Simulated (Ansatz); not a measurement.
Reaction (SMILES): [S+]#[C-] (C-S) → C atom + S atom
B3LYP-D3(BJ)/def2-TZVP geometries, fixed; electronic energies without zero-point terms.

How fast the atomisation energy converges with the basis for several methods (Ansatz, a first-principles code): deviation from each method's own reference, in kcal/mol. References: CCSD(T) 170.67 kcal/mol, Hartree-Fock in aug-cc-pV(Q+d)Z plus the correlation part extrapolated as X^-3 from aug-cc-pV(T+d)Z and aug-cc-pV(Q+d)Z; HF 97.48 kcal/mol, the value in aug-cc-pV(5+d)Z; MP2 179.86 kcal/mol, Hartree-Fock in aug-cc-pV(5+d)Z plus the correlation part extrapolated as X^-3 from aug-cc-pV(Q+d)Z and aug-cc-pV(5+d)Z; PBE 179.68 kcal/mol, the value in aug-cc-pV(5+d)Z; PBE0 168.33 kcal/mol, the value in aug-cc-pV(5+d)Z; r2SCAN 169.06 kcal/mol, the value in aug-cc-pV(5+d)Z. Cartesian d functions, on some or all atoms, in 6-31G**; all else is spherical. In correlated methods cores are frozen. Open shells are unrestricted. No added dispersion term, no relativity. 

```
basis            functions  CCSD(T)     HF     MP2    PBE   PBE0  r2SCAN
---------------  ---------  -------  -----  ------  -----  -----  ------
pcseg-1                 32   -16.25  -5.02  -19.41  -5.29  -5.46   -4.90
6-31G**                 34   -14.63  -5.04  -19.16  -4.04  -4.71   -4.14
cc-pV(D+d)Z             37   -15.59  -2.82  -18.07  -2.00  -2.56   -2.44
def2-TZVP               68    -6.51  -0.21   -7.64   0.09  -0.12   -0.15
jun-cc-pV(T+d)Z         87    -6.66  -0.47   -7.66  -0.47  -0.48   -0.40
aug-pcseg-2             96    -5.67  -0.24   -7.17  -0.61  -0.57   -0.35
aug-cc-pV(T+d)Z        101    -6.06  -0.59   -6.96  -0.47  -0.50   -0.44
pcseg-3                124    -2.71   0.14   -3.69  -0.18  -0.11    0.03
```

Mean absolute deviation over def2-TZVP, jun-cc-pV(T+d)Z, aug-pcseg-2, aug-cc-pV(T+d)Z: r2SCAN 0.34, HF 0.38, PBE 0.41, PBE0 0.42, CCSD(T) 6.23, MP2 7.36 kcal/mol.
